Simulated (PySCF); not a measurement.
**SMILES CC(Cl)=C=CCl, C$_{4}$H$_{4}$Cl$_{2}$**

Molfile (atoms numbered from 1):
```
C4H4Cl2
     RDKit          3D

 10  9  0  0  0  0  0  0  0  0999 V2000
   -1.4428   -0.5447    0.5224 C   0  0  0  0  0  0  0  0  0  0  0  0
   -0.5501    0.2254   -0.3871 C   0  0  0  0  0  0  0  0  0  0  0  0
   -1.3645    0.9995   -1.7184 Cl  0  0  0  0  0  0  0  0  0  0  0  0
    0.7375    0.3552   -0.2632 C   0  0  0  0  0  0  0  0  0  0  0  0
    2.0166    0.4863   -0.0998 C   0  0  0  0  0  0  0  0  0  0  0  0
    3.1793   -0.6016   -0.7793 Cl  0  0  0  0  0  0  0  0  0  0  0  0
   -1.9534   -1.3340   -0.0343 H   0  0  0  0  0  0  0  0  0  0  0  0
   -0.8632   -0.9918    1.3293 H   0  0  0  0  0  0  0  0  0  0  0  0
   -2.2070    0.1111    0.9463 H   0  0  0  0  0  0  0  0  0  0  0  0
    2.4650    1.2866    0.4757 H   0  0  0  0  0  0  0  0  0  0  0  0
  1  2  1  0
  2  3  1  0
  2  4  2  0
  4  5  2  0
  5  6  1  0
  1  7  1  0
  1  8  1  0
  1  9  1  0
  5 10  1  0
M  END
```

Method used: PySCF, TDDFT CAM-B3LYP/def2-TZVPD excited states, vertical, gas phase. Geometry: PBE0-D3(BJ)/def2-TZVP.

Give the one- and two-photon strengths of the lowest singlets.

δ for parallel linear polarisation; σ at the peak of a Lorentzian of half width 0.1 eV, single beam; Ω is circular over linear.
```csv
state,E (eV),f,photon λ (nm),δ (au),σ (GM),Ω,main
S1,5.09,0.000,487,<0.1,0.00,–,"HOMO→LUMO+1 0.57, HOMO→LUMO 0.28"
S2,5.31,0.000,467,0.25,0.00,1.49,"HOMO−1→LUMO 0.60, HOMO−1→LUMO+1 0.22"
S3,6.14,0.003,404,200,2.76,0.58,"HOMO→LUMO 0.30, HOMO−1→LUMO+1 0.28"
S4,6.73,0.720,368,3.01,0.05,1.25,"HOMO−1→LUMO+1 0.27, HOMO→LUMO 0.23"
S5,6.79,0.335,365,8.86,0.15,0.62,"HOMO→LUMO+2 0.40, HOMO−1→LUMO+2 0.15"
S6,6.81,0.115,364,31.1,0.53,1.10,"HOMO→LUMO+2 0.44, HOMO−1→LUMO+2 0.28"
```

Among these, the strongest one-photon state is S4, the strongest two-photon state S3, with a dipole change of 0.2 D (relaxed, norm of the difference vector).
